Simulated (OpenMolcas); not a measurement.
**BSiH5F− (SMILES F[BH2-][SiH3]) at MP2/pcseg-0 (max step 0.05)**

We compute a structure relaxation of BSiH5F−. 

The results are computed with OpenMolcas 26.06.

2 further runs of the same task are left out: 2 set aside as unsound or not needed.

### 1 The molecule

BSiH5F−: 8 atoms, total charge -1, spin state singlet. SMILES: `F[BH2-][SiH3]`. Geometry: relaxed at GFN2-xTB. The run starts from this shape.

Bond lengths: F1–B2 1.460 Å, B2–Si3 1.985 Å, B2–H4 1.227 Å, B2–H5 1.228 Å, Si3–H6 1.493 Å, Si3–H7 1.496 Å, Si3–H8 1.493 Å. Some angles: F1–B2–Si3 110.7°, F1–B2–H4 106.8°, F1–B2–H5 106.8°, Si3–B2–H4 111.7°, Si3–B2–H5 111.7°, B2–Si3–H6 119.7°, B2–Si3–H7 116.7°, B2–Si3–H8 119.5°, H4–B2–H5 108.8°, H6–Si3–H7 99.0°.

### 2 A structure relaxation at MP2/pcseg-0 (max step 0.05)

input.xyz reads:

```xyz
8

F     -1.937480     0.406580    -0.660960
B     -0.499490     0.332990    -0.901400
Si     0.454800    -0.274440     0.729520
H     -0.139540     1.454280    -1.246950
H     -0.335260    -0.442010    -1.839350
H      0.373880     0.538550     1.978980
H      1.942360    -0.402970     0.629690
H      0.140720    -1.612990     1.310460
```

calc.inp reads:

```
>>> EXPORT MOLCAS_PRINT=2

&GATEWAY
 BasLib
 $CurrDir
 Coord
 input.xyz
 Basis
 pcseg-0
 Group
 NoSym
>>> EXPORT MOLCAS_MAXITER=60
>>> Do While

&SEWARD

&SCF
 Charge
 -1
 PrOrbitals
 0

&MBPT2
 Frozen
 7
 Grdt

&SLAPAF
 MaxStep
 0.05
>>> EndDo
```

The basis set pcseg-0 is read from a file made from the Basis Set Exchange's data (not shown).

On the command line:

```bash
$ export MOLCAS_MEM=1860
$ pymolcas calc.inp > calc.log
```

Log:

```text
--- Start Module: gateway ---
[...]
--- Stop Module: gateway /rc=_RC_ALL_IS_WELL_ ---
[...]
      Basis functions           41
[...]
       Convergence after  14 Iterations
[...]
::    Total SCF energy                               -415.2339588937
[...]
       Reference weight ( Cref**2 )         =        0.92167
::    Total MBPT2 energy                             -415.4846333089
[...]
      Total MBPT2 calculations                           0.28      0.34
[...]
 *              Molecular gradients               *
 **************************************************
  Irreducible representation: a
 ------------------------------------------------------------------------------------------
                              X                       Y                       Z
 ------------------------------------------------------------------------------------------
  F1                2.39427280112352E-02    1.46756458285147E-03   -1.25859352074933E-02
  B2                1.72168118701141E-02   -1.18734353719215E-02    3.24596050595467E-02
  SI3              -1.43097376321482E-02    6.93570953146994E-03   -1.75299341311321E-02
  H4               -1.32684886677502E-02   -1.88383712613671E-03   -6.44641257652956E-04
  H5               -1.25863764084355E-02    4.28466777972991E-03    1.11749495005609E-03
  H6                3.20781850438279E-03   -7.39952402605049E-03   -5.72389281412011E-03
  H7               -9.03534792140137E-03   -1.42945211184908E-04    3.73006013891006E-03
  H8                4.83259224401994E-03    8.61179984122051E-03   -8.22756738115604E-04
[...]
 Geometry is converged in  19 iterations to a Minimum Structure
*****************************************************************************************************************
*****************************************************************************************************************
++ Geometry section
********************************************************************************
  Geometrical information of the final structure
********************************************************************************
  NOTE: on convergence the final predicted structure will be printed here.
  This is not identical to the structure printed in the head of the output.
 *********************************************************
[...]
       Convergence after   4 Iterations
[...]
::    Total SCF energy                               -415.2419965487
[...]
      Total spin, S                                     0.0000000000
[...]
      Total electronic charge=   34.000000
      Total            charge=   -1.000000
[...]
       Reference weight ( Cref**2 )         =        0.92016
::    Total MBPT2 energy                             -415.4933048924
[...]
      Dipole Moment (debye):
      Origin of the operator (angstrom)=   -0.4658    0.0542   -0.0150
                   X= -3.1081E-01               Y= -3.1778E-01               Z=  1.1302E+00           Total=  1.2144E+00
      Center of Charge (angstrom)
[...]
      Total MBPT2 calculations                           0.27      0.32
[...]
```

It took 42 s on 1 thread of Arm Neoverse V1, shared host; peak memory 0.38 GiB.

Step by step:

```tsv
step	energy from the first frame kept (eV)	largest force (eV/Å)
0	0.0000	1.9856
1	-0.0463	1.8641
2	-0.0864	1.7366
3	-0.1202	1.5922
4	-0.1484	1.4319
5	-0.1716	1.2570
6	-0.1970	0.9915
7	-0.2148	0.7186
8	-0.2264	0.4504
9	-0.2342	0.1202
10	-0.2348	0.0557
11	-0.2352	0.0486
12	-0.2354	0.0815
13	-0.2358	0.0321
14	-0.2359	0.0142
15	-0.2359	0.0126
16	-0.2360	0.0057
17	-0.2360	0.0091
18	-0.2360	0.0036
```

After the run. Bond lengths: F1–B2 1.478 Å, B2–Si3 2.149 Å, B2–H4 1.233 Å, B2–H5 1.233 Å, Si3–H6 1.521 Å, Si3–H7 1.523 Å, Si3–H8 1.521 Å. Some angles: F1–B2–Si3 110.0°, F1–B2–H4 113.0°, F1–B2–H5 113.0°, Si3–B2–H4 105.4°, Si3–B2–H5 105.4°, B2–Si3–H6 118.0°, B2–Si3–H7 114.1°, B2–Si3–H8 118.0°, H4–B2–H5 109.6°, H6–Si3–H7 101.6°.

### 3 Outcome

Level: MP2/pcseg-0 (max step 0.05), 7 core orbitals frozen.

```
                                             quantity          value
                              total energy at the end  -415.49330 Eh
                  HOMO energy (Hartree–Fock orbitals)       -4.44 eV
                  LUMO energy (Hartree–Fock orbitals)        9.45 eV
HOMO–LUMO gap (to an unbound level, set by the basis)       13.90 eV
          correlation energy (7 core orbitals frozen)     -251.3 mEh
```

**Reading.** At the final geometry: Bond lengths: F1–B2 1.478 Å, B2–Si3 2.149 Å, B2–H4 1.233 Å, B2–H5 1.233 Å, Si3–H6 1.521 Å, Si3–H7 1.523 Å, Si3–H8 1.521 Å. Some angles: F1–B2–Si3 110.0°, F1–B2–H4 113.0°, F1–B2–H5 113.0°, Si3–B2–H4 105.4°, Si3–B2–H5 105.4°, B2–Si3–H6 118.0°, B2–Si3–H7 114.1°, B2–Si3–H8 118.0°, H4–B2–H5 109.6°, H6–Si3–H7 101.6°. The optimisation took 18 steps and changed the energy by -0.236 eV. Mulliken charges of the mean-field density run from -0.57 on F1 to +0.38 on Si3; they depend strongly on the basis.
